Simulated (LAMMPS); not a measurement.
**fcc Ni**

Level of theory: the machine-learned potential SNAP Ni_Zuo_JPCA2020.snap (LAMMPS).

Cell: relaxed at this level.

```yaml
lattice_constant_a: 3.522 Å
volume_per_atom: 10.92 Å³/atom
bulk modulus B0: 207 GPa
elastic constant C11: 283 GPa
elastic constant C12: 168 GPa
elastic constant C44: 129 GPa
vacancy_formation_energy: 1.47 eV
```

Measured, for comparison: lattice constant a 3.508 Å, equilibrium volume per atom 10.79 Å³/atom (static lattice: zero-point anharmonic expansion removed; as tabulated in Mejia-Rodriguez and Trickey (2018), arXiv:1807.09216); elastic constant C11 261 GPa, elastic constant C12 151 GPa, elastic constant C44 132 GPa (0 K, low-temperature values given for 0 K; zero-point effects included; as tabulated in Li et al. (2021), arXiv:2102.01972); vacancy formation energy 1.79 eV (not corrected to a static lattice, monovacancy; as tabulated in Nandi et al. (2010), arXiv:0904.3859). Computed (rounded) less measured: lattice constant a +0.4 %, equilibrium volume per atom +1.2 %, elastic constant C11 +8 %, elastic constant C12 +11 %, elastic constant C44 -2 %, vacancy formation energy -0.32 eV.

A machine-learned potential is trained on density-functional data: it inherits that level's misses and adds fitting errors of its own.

Elastic constants are with the ions relaxed.
